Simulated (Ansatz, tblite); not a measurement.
# The cluster Sn₂O: one state, many levels

Aim: run the singlet of the cluster Sn₂O at one geometry on many levels, and compare frontier levels, spin and run time.

Method: as each input shows; program: Ansatz 0.2.0, Gaussian basis.

Levels to be run: GFN1-xTB, GFN2-xTB, PBE-D4/def2-TZVP, r2SCAN-D4/def2-TZVP, HSE06-D4/def2-TZVP, r2SCAN0-D4/def2-TZVP, PBE-QIDH/def2-TZVP, B97M-V/def2-TZVP, revPBE-D4/def2-TZVP, ωB97X-V/def2-TZVP, r2SCANh-D4/def2-TZVP, BHLYP-D4/def2-TZVP, LDA/def2-TZVP, CAM-B3LYP-D4/def2-TZVP, B3LYP-D4/def2-TZVP, B2PLYP/def2-TZVP, PBE-D4/def2-SVP, PBE0-D4/def2-SVP, PBE0-D4/def2-TZVPD, PBE-D4/def2-TZVPD, r2SCAN-D4/def2-TZVPD, CCSD(T)/def2-TZVPP, MP2/def2-TZVP, RPA/def2-TZVP, MP2/def2-QZVPP.

5 further runs of the same task are left out: 1 for a known fault of the program, 1 that didn't finish, 3 set aside as unsound or not needed.

## 1. The structure

The singlet was relaxed beforehand with PBE-D4/def2-TZVP. At that level it is the lowest of the isomers that a small search found.

3 atoms, charge 0, spin multiplicity 1.

Bond lengths: Sn1–O3 2.052 Å, Sn2–O3 2.053 Å. Angles: Sn1–O3–Sn2 88.8°.

Sn takes a core potential in the def2 sets. No spin-orbit coupling is included.

PBE0-D4/def2-TZVP was run before; its log isn't repeated, and its numbers join the tables.

## 2. GFN1-xTB

Tight binding, by tblite at 300 K electronic temperature and without a spin-polarisation term:

```python
tblite.interface.Calculator('GFN1-xTB', numbers, positions, charge=0, uhf=0).singlepoint()
```

Energy -262.6978 eV, HOMO -8.71 eV, LUMO -7.75 eV; 0.002 s.

## 3. GFN2-xTB

Tight binding, by tblite at 300 K electronic temperature and without a spin-polarisation term:

```python
tblite.interface.Calculator('GFN2-xTB', numbers, positions, charge=0, uhf=0).singlepoint()
```

Energy -225.7104 eV, HOMO -8.71 eV, LUMO -7.60 eV; 0.002 s.

## 4. PBE-D4/def2-TZVP

start.molden holds the orbitals of an earlier run on this state, given as this run's starting guess.

The input, in.yaml:

```yaml
crystal:
  periodic: [false, false, false]
  atoms:
    - {symbol: Sn, position_ang: [-0.989266, 0.282866, 1.114269]}
    - {symbol: Sn, position_ang: [1.298867, -0.724435, -0.298831]}
    - {symbol: O, position_ang: [-0.309611, 0.441569, -0.815439]}
basis:
  gaussian: {orbitals: def2-TZVP, initial_orbitals: start.molden}
hamiltonian: {xc: pbe, dispersion: d4}
scf: {omitted_lower_state_checks: [starts]}
output: {forces: true, orbitals: {seedname: orbitals}}
```

Run with:

```bash
ansatz run in.yaml --threads 2 --pin off --events-out ev --progress --plain --max-ram 4352MiB
```

Further steps of the session: r2SCAN-D4/def2-TZVP; HSE06-D4/def2-TZVP; r2SCAN0-D4/def2-TZVP; PBE-QIDH/def2-TZVP; B97M-V/def2-TZVP; revPBE-D4/def2-TZVP; ωB97X-V/def2-TZVP; r2SCANh-D4/def2-TZVP; BHLYP-D4/def2-TZVP; LDA/def2-TZVP; CAM-B3LYP-D4/def2-TZVP; B3LYP-D4/def2-TZVP; B2PLYP/def2-TZVP; PBE-D4/def2-SVP; PBE0-D4/def2-SVP; PBE0-D4/def2-TZVPD; PBE-D4/def2-TZVPD; r2SCAN-D4/def2-TZVPD; CCSD(T)/def2-TZVPP; MP2/def2-TZVP; RPA/def2-TZVP; MP2/def2-QZVPP.

Q: Predict the results of all the runs planned. Wanted: gap in def2-TZVP, named functionals, smallest and largest; correlation energy, CCSD(T)/def2-TZVPP; correlation energy, MP2/def2-TZVP; correlation energy, MP2/def2-QZVPP; binding an atom, functionals in def2-TZVP; PBE0 total energy, smallest basis above largest.

The runs gave:

| quantity | value |
| --- | --- |
| gap in def2-TZVP, named functionals, smallest and largest | 0.51 eV (LDA), 5.80 eV (ωB97X-V) |
| correlation energy, CCSD(T)/def2-TZVPP | -23.57 eV |
| correlation energy, MP2/def2-TZVP | -23.37 eV |
| correlation energy, MP2/def2-QZVPP | -35.46 eV |
| binding an atom, functionals in def2-TZVP | 2.34 (BHLYP-D4) to 3.42 eV (LDA) |
| PBE0 total energy, smallest basis above largest | 3.07 eV (def2-SVP, def2-TZVPD) |

Orbital gaps of the named functionals in def2-TZVP span 0.51 eV (LDA) to 5.80 eV (ωB97X-V); exact exchange widens it. Notes on CCSD(T)/def2-TZVPP: large T1 diagnostic.
